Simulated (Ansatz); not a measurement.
# BH5S (SMILES [BH3-][SH2+]): one structure at several levels

The task here is to estimate one member of a computed series from the others.

The runs use Ansatz 0.2.0, Gaussian basis; single points in def2-TZVPP.

Correlated methods freeze the cores.

## Where the work starts

SMILES `[BH3-][SH2+]`, 7 atoms, charge 0, spin multiplicity 1.

Atoms are counted from 1 here; the program's logs count them from 0.

Bond lengths: B1–S2 2.027 Å, B1–H3 1.263 Å, B1–H4 1.277 Å, B1–H5 1.111 Å, S2–H6 1.369 Å, S2–H7 1.420 Å. Angles: S2–B1–H3 102.8°, S2–B1–H4 102.9°, S2–B1–H5 108.2°, H3–B1–H4 110.0°, H3–B1–H5 116.7°, H4–B1–H5 114.6°, B1–S2–H6 99.0°, B1–S2–H7 95.9°, H6–S2–H7 89.4°.

As a file:

```tsv
atom	x (Å)	y (Å)	z (Å)
B1	-0.51680	-0.39410	-0.55460
S2	0.57950	1.08960	0.28590
H3	-1.70300	0.00880	-0.39490
H4	-0.28650	-1.38780	0.21380
H5	-0.17240	-0.53000	-1.60220
H6	0.25510	0.87780	1.59910
H7	1.75690	0.31670	0.46670
```

The first run:

run/in.yaml

```yaml
crystal:
  periodic: [false, false, false]
  atoms:
    - {symbol: B, position_ang: [-0.516800, -0.394100, -0.554600]}
    - {symbol: S, position_ang: [0.579500, 1.089600, 0.285900]}
    - {symbol: H, position_ang: [-1.703000, 0.008800, -0.394900]}
    - {symbol: H, position_ang: [-0.286500, -1.387800, 0.213800]}
    - {symbol: H, position_ang: [-0.172400, -0.530000, -1.602200]}
    - {symbol: H, position_ang: [0.255100, 0.877800, 1.599100]}
    - {symbol: H, position_ang: [1.756900, 0.316700, 0.466700]}
basis:
  gaussian: {orbitals: def2-TZVPP}
correlation: {method: ccsd_t}
output: {forces: true}
```

Command:

```sh
$ ansatz run in.yaml --threads 4 --pin off --events-out ev --progress --plain --max-ram 5222MiB
```

Steps of the session up to this table: CCSD(T)/def2-TZVPP; PBE0-D4/def2-TZVPP; wB97M-V/def2-TZVPP; r2SCAN-D4/def2-TZVPP; PBE-D4/def2-TZVPP; revPBE-D4/def2-TZVPP; r2SCANh-D4/def2-TZVPP.

One of the session's tables, all rows but one given; the rest of the session is left out.

```
    method  RMS force component (eV/Å)  angle to CCSD(T) forces (°)  dipole (D)
   CCSD(T)                       1.282                    reference        3.99
   PBE0-D4                       1.266                          4.6        3.93
   wB97M-V                       1.268                          2.0        3.97
 r2SCAN-D4                       1.245                          4.3        3.92
    PBE-D4                           ?                            ?           ?
 revPBE-D4                       1.195                          9.3        3.87
r2SCANh-D4                       1.265                          3.5        3.93
```

**Question.** Estimate the row for PBE-D4.

As computed: RMS force component (eV/Å): 1.200; angle to CCSD(T) forces (°): 9.8; dipole (D): 3.88. In the column «RMS force component (eV/Å)» it lies between revPBE-D4 (1.195) and r2SCAN-D4 (1.245).

Limits of these values: The reference is not at the basis limit: in triple zeta CCSD(T) underbinds, which counts against methods that bind more; the gaps are no ranking.
